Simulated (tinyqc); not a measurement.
A ladder of methods, and size consistency: correlation methods against full CI in the sto-3g basis, for HF, spin multiplicity 1. Computed by the program tinyqc with PySCF. All electrons correlated; +Q is the Davidson correction (1 - c0^2) E_corr. The last columns treat two copies 100 angstrom apart as one system. FCI is the lowest singlet.

Geometry (angstrom):

| atom | x | y | z |
|---|---|---|---|
| F | 0.0000 | 0.0000 | 0.0000 |
| H | 0.0000 | 0.0000 | 0.9270 |

RHF energy of one = -98.571738 hartree

Correlation energies (hartree):

| method | E_corr of one | share of FCI (%) | E_corr of two at 100 angstrom | two minus twice one (mhartree) |
|---|---|---|---|---|
| MP2 | -0.017784 | 66.8249 | -0.035569 | 0.0000 |
| CISD | -0.026613 | 100.0000 | -0.052412 | 0.8152 |
| CISD+Q | -0.027034 | 101.5812 | -0.053991 | 0.0771 |
| CCSD | -0.026613 | 100.0000 | -0.053227 | 0.0000 |
| CCSD(T) | -0.026613 | 100.0000 | -0.053227 | 0.0000 |
| FCI | -0.026613 | 100.0000 | - | - |

What does the comparison show, and why?

MP2 recovers 67 %, CISD 100.0 % and CCSD 100.0 % of the FCI value (c0^2 = 0.984 in CISD). MP2 and coupled cluster are size consistent, so their last column vanishes; CISD loses 0.82 mhartree, since a double excitation on each copy is a quadruple of the pair, and the Davidson correction leaves +0.08. With two electrons, or one virtual orbital, CISD and CCSD are exact for one copy, so +Q overshoots there.
